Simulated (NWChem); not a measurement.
# Basis-set convergence for propyne (C3H4)

```xyz
7

C      1.2234    -0.1960     0.0000
C     -0.2116     0.0353     0.0000
C     -1.4074     0.2252     0.0000
H      1.4491    -1.2737     0.0000
H      1.6966     0.2476     0.8898
H      1.6966     0.2476    -0.8898
H     -2.4686     0.3908     0.0000
```
Charge 0, spin multiplicity 1.

The numbers come from NWChem runs, not from measurements. Structure: optimised with PBE0/def2-SVP, a minimum by its harmonic frequencies.

Quantity: LUMO energy at the level B3LYP.

B3LYP has NWChem's definition, with VWN1-RPA local correlation. The Pople sets run with spherical d functions.

Q: In def2-TZVPP the value is 0.94 eV. Among 3-21G, 6-31G*, pcseg-1, 6-311G**, def2-SVPD, 6-311++G**, aug-cc-pVDZ, def2-TZVP, cc-pVTZ, which is the smallest basis within 0.2 eV of it?

A: pcseg-1, with 62 functions against 149 and about 20 % of the time (also within reach: def2-TZVP, cc-pVTZ). def2-TZVPP isn't the basis-set limit itself, and a small set can land close by cancellation.

```tsv
basis	functions	LUMO energy (eV)
3-21G	35	1.75
6-31G*	50	1.65
pcseg-1	62	1.09
6-311G**	78	1.19
def2-SVPD	92	0.48
6-311++G**	94	-0.23
aug-cc-pVDZ	105	-0.28
def2-TZVP	117	0.94
cc-pVTZ	146	1.03
def2-TZVPP	149	0.94
```

This LUMO lies above zero in the largest set, so its value hangs on the diffuse functions.
